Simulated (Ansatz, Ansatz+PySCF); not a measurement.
```
atom    x (Å)    y (Å)    z (Å)
   C   0.0000   0.0170  -0.7455
   C   0.0000  -0.0455   0.8537
   H   1.0085   0.0159   1.4642
   H  -1.0085   0.0159   1.4642
   H   0.0000   1.1449  -1.1513
   H   0.9627  -0.5030  -1.2132
   H  -0.9627  -0.5030  -1.2132
```

UHF-MP2 on doublet C₂H₅ was run in several spherical basis sets with Ansatz (development build ahead of 0.2.0). Frozen core: 2 orbitals.

**Question.** Rank the basis sets by the total energy that they give, lowest first, with the distance from the lowest.
A. cc-pVTZ
B. def2-TZVP
C. 6-31G(d)
D. cc-pVDZ
E. def2-SVP

**Answer.** A (0.00 eV), B (0.34 eV), D (2.13 eV), C (3.35 eV), E (3.88 eV).

Totals follow the description of the cores as much as that of the bonds, so this order isn't one of quality for chemistry.
